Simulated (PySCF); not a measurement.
One molecule, one basis, several functionals.

Compound: CH2ClF.
SMILES: `FCCl`

PySCF, def2-SVPD basis, density fitting, gas phase, PBE0-D3(BJ)/def2-SVP geometry; singlet excitations by full TDDFT with frozen cores, triplets by Tamm–Dancoff TDDFT and ionisation energies by ΔSCF, from the lowest of the holes tried. One functional is left out:

```csv
functional,exact exchange (%),HOMO energy (eV),LUMO energy (eV),lowest singlet excitation (eV),lowest triplet excitation (eV),dipole moment (D),mean polarisability (au),vertical ionisation energy (eV)
LDA,0,-7.55,-0.85,7.01,6.46,1.761,31.4,11.43
PBE,0,-7.47,-0.72,7.03,6.42,1.729,31.3,11.30
PBE0,25,-8.93,0.26,7.50,6.77,1.824,29.9,11.66
BHandHLYP,50,-10.28,0.96,7.77,7.02,1.911,29.1,11.76
```

Question: Predict the row of B3LYP (20 % exact exchange) by straight lines through the other rows, and check it.

Answer: 
```csv
property,line,computed,computed − line,"PBE0 (25 %), for comparison"
HOMO energy (eV),-8.63,-8.68,-0.05,-8.93
LUMO energy (eV),-0.04,-0.06,-0.02,0.26
lowest singlet excitation (eV),7.35,7.33,-0.02,7.50
lowest triplet excitation (eV),6.68,6.67,-0.01,6.77
dipole moment (D),1.810,1.812,+0.002,1.824
mean polarisability (au),30.4,30.4,0.0,29.9
vertical ionisation energy (eV),11.55,11.66,+0.11,11.66
```

Question: Which of these properties follows the share of exact exchange most closely, and which least?

Answer: Most closely the HOMO energy, least the vertical ionisation energy; the correlations over the tabulated rows are HOMO energy -1.000, lowest triplet excitation 0.996, LUMO energy 0.993, lowest singlet excitation 0.990, mean polarisability -0.989, dipole moment 0.986, vertical ionisation energy 0.940. The HOMO energy moves by -0.555 eV for every 10 %. Functionals with the same share still differ in their other parts: at 0 % LDA and PBE differ by 0.08 eV in it.
